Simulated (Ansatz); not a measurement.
# Pt2C3: from a trial structure to a relaxed crystal

These are results of DFT PBE, scalar-relativistic, plane waves, PAW in Ansatz, not measurements. Cutoff 420 eV, Γ-centred k mesh, Gaussian smearing, no spin polarisation in the final step.

The start puts Pt2C3 on the A-type sesquioxide structure type (P-3m1, No. 164), with Pt in place of La, C in place of O, at a guessed volume.

```xyz
5
Lattice="3.3783 0.0000 0.0000 -1.6891 2.9257 0.0000 0.0000 0.0000 5.2560" Properties=species:S:1:pos:R:3 pbc="T T T"
Pt    0.0000    1.9504    1.2877
Pt    1.6891    0.9752    3.9683
C     0.0000    0.0000    0.0000
C     0.0000    1.9504    3.3901
C     1.6891    0.9752    1.8659
```

Cell and atoms relax at zero pressure; the relaxation can't lower the symmetry of the start. After a coarse first stage the cell is made exact in the group found at 0.06 Å.

The zero of energy is the elements' standard structures at the same level; no fitted shifts are applied.

**Question.** Which crystal results?

**Answer.** It keeps P-3m1 (No. 164). The result has the A-type sesquioxide structure. Conventional cell: a = 3.325 Å, c = 5.680 Å. Pt has 3 C at 2.07 Å and 4 C at 2.27–2.33 Å; C on Wyckoff site a (1 atom of the primitive cell) has 6 Pt at 2.33 Å; around C on Wyckoff site d (2 atoms of the primitive cell) lie 3 Pt at 2.07 Å, 1 Pt at 2.27 Å and 3 C at 2.43 Å.

Space group P-3m1 (No. 164). a = 3.325 Å, b = 3.325 Å, c = 5.680 Å, α = 90.00°, β = 90.00°, γ = 120.00°
```csv
atom,site,symmetry,x,y,z
Pt,2d,3m.,0.3333,0.6667,0.2316
C,1a,-3m.,0.0000,0.0000,0.0000
C,2d,3m.,0.3333,0.6667,0.6305
```

**Question.** What are its volume, energy, density and gap?

**Answer.** The volume per atom is 10.88 Å³ and the density is 13.01 g/cm³. The energy over the elements is 1.76 eV/atom and the gap on the 12×12×8 mesh is 0 eV (a metal).

The final run used a 12×12×8 mesh on its 5-atom cell and 0.10 eV smearing. The k mesh leaves about 4 meV/atom of noise in metals. Spin–orbit coupling is left out. A structure relaxed within its symmetry needn't be a true minimum.

Cost: 3 runs of about 1.5 core-minutes in all, on Arm Neoverse V2 (shared hosts).